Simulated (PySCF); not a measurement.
# Simulated absorption spectrum

Species: diethyl ketone, C5H10O.
SMILES: `CCC(=O)CC`

Computed with PySCF, TDDFT B3LYP/def2-SVPD, vertical, gas phase, core orbitals frozen in the response. Isolated species at its PBE0-D3(BJ)/def2-SVP geometry (one conformer only). Torsions of this conformer, `[CH3:1][CH2:2][C:3](=[O:4])[CH2:5][CH3:6]`: C1–C2–C3–O4 0°, C2–C3–C5–C6 -179°.

Computed states:

```json
{"state": "S1", "E (eV)": "4.50", "f": "0.0000"}
{"state": "S2", "E (eV)": "6.28", "f": "0.0082"}
{"state": "S3", "E (eV)": "7.18", "f": "0.0001"}
{"state": "S4", "E (eV)": "7.21", "f": "0.0012"}
{"state": "S5", "E (eV)": "7.75", "f": "0.0000"}
{"state": "S6", "E (eV)": "7.84", "f": "0.042"}
{"state": "S7", "E (eV)": "7.95", "f": "0.0001"}
{"state": "S8", "E (eV)": "8.07", "f": "0.0005"}
{"state": "S9", "E (eV)": "8.09", "f": "0.0027"}
{"state": "S10", "E (eV)": "8.20", "f": "0.014"}
```

Broadening: Gaussians 0.3 eV wide at half height, area fixed by f = 4.319×10⁻⁹ ∫ε dν̃. The width is an assumption, not a result. The curve ends short of the highest state used, and states not computed would add to its high-energy end.

(1) Give the broadened spectrum and its maxima.

(2) Coming from long wavelengths, where does ε first pass 100 L mol⁻¹ cm⁻¹?

(3) On this curve, what absorbance would a 10⁻³ mol/L sample give at 193 nm over a 1 cm path?

Answers

(1) 
(E (eV), ε (L mol⁻¹ cm⁻¹)): (4.05, 0), (4.17, 0), (4.29, 0), (4.42, 0), (4.54, 0), (4.66, 0), (4.78, 0), (4.91, 0), (5.03, 0), (5.15, 0), (5.27, 0), (5.40, 0), (5.52, 0), (5.64, 0), (5.76, 0), (5.89, 6), (6.01, 74), (6.13, 359), (6.26, 726), (6.38, 552), (6.50, 173), (6.62, 22), (6.75, 1), (6.87, 3), (6.99, 25), (7.11, 82), (7.24, 110), (7.36, 60), (7.48, 81), (7.60, 638)

Maxima: 197 nm (6.28 eV), ε about 740, made up of S2 (100%); 172 nm (7.21 eV), ε about 110, made up of S4 (95%) (ε in L mol⁻¹ cm⁻¹; maxima over ε = 5, shares over 10%). At its high-energy end, 7.60 eV, the curve is still rising (ε about 640, from S6).

(2) At about 206 nm (6.03 eV), 1.53 eV above S1.

(3) 193 nm is 6.424 eV, where ε is about 400 L mol⁻¹ cm⁻¹, so A = ε c l ≈ 0.4 (Beer–Lambert, with the gas-phase spectrum and the assumed width).

All these states lie below the vertical ionisation energy of 9.42 eV (ΔSCF).
